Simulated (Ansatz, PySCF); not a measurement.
# How the smallest direct gap on the k points sampled of rock-salt LiF moves with the method

No measured value is used here.

```
level (code)           value (eV)
---------------------  ----------
LDA (Ansatz)                 8.85
PBE (Ansatz)                 9.10
r²SCAN (Ansatz)             10.07
Hartree–Fock (Ansatz)       21.86
evGW@PBE (PySCF)       (withheld)
```

Q: Fill in the missing entries.

A: 
- evGW@PBE (PySCF), value (eV): 15.27 ± 0.1

Computed values are for a static lattice.  A ± on a computed value is a rough bar: the spread of its extrapolation, a floor set from checks against published values, or a statistical error. Values are at the measured cell. Cutoffs and k meshes differ between the levels. Ansatz's density-functional and Hartree–Fock values are scalar-relativistic unless marked +SOC, with PAW data made under PBE.

Ansatz is a program for electronic structure.
